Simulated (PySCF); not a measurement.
**1,4-Dichlorobutane (C4H8Cl2): geometry, NMR shifts**

What NMR shifts should 1,4-Dichlorobutane (C4H8Cl2) (`ClCCCCCl`) show?

Programs: PySCF 2.14.0, with density-fitted response routines of our own. Each step states its level of theory. These are calculated values for one molecule in the gas phase, unless marked as measured. Atoms are numbered from 0 throughout.

### 1 The molecule as given

14 atoms, charge 0, multiplicity 1; geometry from: GFN2-xTB. The atoms were then displaced at random by about 0.01 Å, so the start is not that level's minimum.

Bonds of the start (Å): Cl0–C1 1.81, C1–C2 1.53, C2–C3 1.50, C3–C4 1.54, C4–Cl5 1.78, C1–H6 1.08, C1–H7 1.11, C2–H8 1.09, C2–H9 1.07, C3–H10 1.08, C3–H11 1.10, C4–H12 1.09, C4–H13 1.11.

### 2 Relaxing the molecule at PBE0-D3(BJ)/def2-TZVP

The job: settings as JSON, then the geometry in Å.

```
{"job": {"xc": "PBE0", "basis": "def2-TZVP", "d3": "d3bj", "grid": 2, "shake": 0.01, "kind": "geom"}, "charge": 0, "multiplicity": 1}
Cl     2.528350     0.520810     0.754490
C      1.330080     0.777760    -0.581710
C      0.448450    -0.452270    -0.786530
C     -0.323520    -0.834310     0.446810
C     -1.421740     0.177460     0.811940
Cl    -2.593300     0.417010    -0.512870
H      0.755050     1.658840    -0.323750
H      1.936900     0.993150    -1.480290
H      1.104660    -1.287780    -1.028280
H     -0.206980    -0.252790    -1.604680
H      0.298070    -0.960750     1.318000
H     -0.834400    -1.794660     0.263600
H     -1.017920     1.172310     1.024110
H     -2.010860    -0.149860     1.691410
```

Command:

```console
> OMP_NUM_THREADS=1 python probes_run.py task.json out
```

One launch serves the whole session: the jobs run in the order shown.

**Question.** This job is followed by: GIAO PBE0/pcSseg-2 NMR shielding, non-relativistic, gas phase. Predict these results of the whole session: point group; rotational constants (main isotopes); 13C shifts against TMS (PBE0/pcSseg-2, means over atoms taken as alike); 1H shifts against TMS (PBE0/pcSseg-2, means over atoms taken as alike); 35Cl shifts against HCl (PBE0/pcSseg-2, means over atoms taken as alike).

As calculated:

```
                                                                quantity                 value
                                                             point group                    C2
                                    rotational constants (main isotopes)  4.75, 0.97, 0.97 GHz
 13C shifts against TMS (PBE0/pcSseg-2, means over atoms taken as alike)        47.6, 29.1 ppm
  1H shifts against TMS (PBE0/pcSseg-2, means over atoms taken as alike)        3.69, 1.97 ppm
35Cl shifts against HCl (PBE0/pcSseg-2, means over atoms taken as alike)                59 ppm
```

Relaxing lowered the energy by 0.102 eV in 6 steps; the close pair that moved most is C2–H9, from 1.067 to 1.095 Å. No frequency check was run at this level, so the end point may be a saddle. C1, C4 (mean) (sp3 CH2 bonded to Cl) lies farthest downfield among carbon, at 47.6 ppm; deshielded by the electronegative neighbour. The most deshielded hydrogen is H6, H7, H12, H13 (mean) (hydrogen on an sp3 CH2 bonded to Cl), at 3.69 ppm: its carbon carries Cl, which withdraws density. At PBE0/pcSseg-2: The widest tensor belongs to Cl0, Cl5: span 349 ppm, with a paramagnetic part of -260 ppm.
